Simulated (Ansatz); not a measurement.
`C#CCCCO`. Charge 0, multiplicity 1. The structure was optimised at the PBE0-D4/def2-TZVP level. It is one conformer, not always the lowest.

```xyz
14

C    -2.472   -1.301    0.272
C    -1.567   -0.859   -0.381
C    -0.454   -0.329   -1.151
C     0.819   -0.144   -0.323
C     0.655    0.878    0.785
O     1.815    1.016    1.576
H    -3.279   -1.692    0.845
H    -0.751    0.630   -1.593
H    -0.251   -1.002   -1.989
H     1.624    0.174   -0.996
H     1.120   -1.099    0.115
H     0.349    1.845    0.358
H    -0.138    0.562    1.466
H     2.531    1.322    1.014
```

(1) What is the dipole moment at r2SCAN/def2-TZVPP? (Best estimate.)

(2) And with PBE, B3LYP, ωB97M-V? (An estimate is asked.)

(3) Give the Mulliken charges with r2SCAN, ωB97M-V, PBE in def2-TZVPP. (Estimate.)

Answers

(1) Computed: 2.00 D, with components (0.59, 0.46, -1.86) D in this frame, pointing from negative to positive charge.

(2) Computed: PBE 1.96 D, B3LYP 2.00 D, ωB97M-V 1.99 D.

(3) The calculation gave: 
```csv
atom,r2SCAN,ωB97M-V,PBE
C1,0.15,0.02,0.09
C2,-0.42,-0.33,-0.36
C3,-0.13,-0.22,-0.16
C4,-0.02,-0.17,-0.09
C5,0.13,-0.01,0.01
O6,-0.36,-0.32,-0.30
H7,0.24,0.24,0.20
H8,0.06,0.12,0.08
H9,0.06,0.12,0.09
H10,0.01,0.08,0.04
H11,0.04,0.11,0.07
H12,0.02,0.08,0.05
H13,0.05,0.11,0.09
H14,0.19,0.16,0.18
```

B3LYP here is the variant with VWN-RPA as its local correlation; programs differ in this.
